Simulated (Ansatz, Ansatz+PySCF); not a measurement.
Two shapes of doublet CH₃.

Shape 1:

```xyz
4

C    -0.0331   -0.0197    0.0319
H     1.0791    0.0023   -0.0487
H    -0.5446    0.9942    0.0021
H    -0.5378   -0.9206    0.0434
```

Shape 2:

```xyz
4

C    -0.1266   -0.0391    0.0023
H     1.1025    0.0917   -0.0868
H    -0.5396    0.9843    0.1014
H    -0.5222   -0.9216   -0.0553
```

Basis set: 6-31G (spherical functions). Left uncorrelated: 1 orbital. Charge 0, multiplicity 2.

Computed with Ansatz (development build ahead of 0.2.0); each method stands on the lowest determinant of its kind that the runs found.

**Question.** Which shape is lower in energy, and by how much in each method?

**Answer.**

```json
{"method": "UHF", "E(2) − E(1) (eV)": "0.647"}
{"method": "UHF-MP2", "E(2) − E(1) (eV)": "0.638"}
```

Shape 1 is lower.
